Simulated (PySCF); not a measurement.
Bonds (- single, = double, # triple, : aromatic): Si1-P2 2.263 Å, P2-Si3 2.262 Å. Si1 carries H4, H5, H6; P2 carries H7; Si3 carries H8, H9, H10.

Geometry: PBE0-D3(BJ)/def2-SVP; GIAO shifts from PySCF, gas phase, non-relativistic, averaged over equivalent atoms.

At PBE0/pcSseg-1 (107 basis functions, 9.9 s wall time on 1 thread of an Arm Neoverse V1, shared host):
```
             atoms  δ (ppm)
           Si1/Si3    -68.8
                P2   -331.3
H4/H5/H6/H8/H9/H10     4.13
                H7     0.83
```

Scale: $^{29}$Si (351.99 ppm), $^{1}$H (31.27 ppm) against TMS; H3PO4 for $^{31}$P (310.13 ppm) (reference shieldings calculated alike).

Task: Predict the values at CAM-B3LYP/pcSseg-2 on the same geometry.

Result: 
| atoms | δ at CAM-B3LYP/pcSseg-2 | change |
| --- | --- | --- |
| Si1/Si3 | -72.0 | -3.2 |
| P2 | -328.4 | +2.9 |
| H4/H5/H6/H8/H9/H10 | 4.10 | -0.03 |
| H7 | 0.89 | +0.06 |

Chemical shifts δ = σref − σ; $^{29}$Si (σ = 328.96 ppm), $^{1}$H (σ = 31.34 ppm) against TMS; $^{31}$P (σ = 283.70 ppm) vs H3PO4, all at this level.

The largest change is at Si1/Si3 (silicon bonded to P, 3 H). Cost: 227 basis functions, 26 s wall time on 1 thread of an Arm Neoverse V1, shared host.

Experimental scales use liquid or dissolved standards, which lie at an offset from isolated H3PO4.
